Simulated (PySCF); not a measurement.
Spectrum to structure. Method used: TDDFT wB97X-D/def2-SVPD, vertical, gas phase, core orbitals frozen in the response (PySCF). Geometries: GFN2-xTB, one conformer each.

```tsv
state	E (eV)	f
S1	8.39	0.0096
S2	8.59	0.033
S3	9.01	0.032
S4	9.15	0.021
S5	9.28	0.014
S6	9.31	0.0063
S7	9.40	0.060
S8	9.67	0.025
```

Triplets computed (Tamm–Dancoff): 8.25, 8.44, 8.53 eV.

**Question.** Which structure fits?
A. `COS(=O)OC`
B. `CO[C@@H]1O[C@@H]1F`
C. `COC(C)(C)C`

**Answer.** B. Its S1, at 8.39 eV, is the highest among the candidates; the nearest of the others has S1 at 7.45 eV. S1 is HOMO→LUMO (73%), HOMO-1→LUMO (11%). Löwdin shares by element: HOMO oxygen 60%, carbon 18% or more (atoms not listed hold the other 22%); LUMO carbon 39% or more, hydrogen 21% or more (atoms not listed hold the other 40%). At the same level the other candidates give, for their lowest levels:
- `COS(=O)OC`: 7.18 eV (f 0.043); 7.30 eV (f 0.022); 7.68 eV (f 0.055); 7.71 eV (f 0.022); 8.20 eV (f 0.012); T1 6.18 eV; HOMO -10.27, LUMO 1.78 eV
- `COC(C)(C)C`: 7.45 eV (f 0.000); 8.16 eV (f 0.024); 8.54 eV (f 0.007); 8.60 eV (f 0.007); 8.75 eV (f 0.029); T1 7.40 eV; HOMO -9.20, LUMO 2.30 eV

Conformer computed: `[CH3:1][O:2][C@@H:3]1[O:4][C@@H:5]1[F:6]`: C1–O2–C3–O4 -78°.
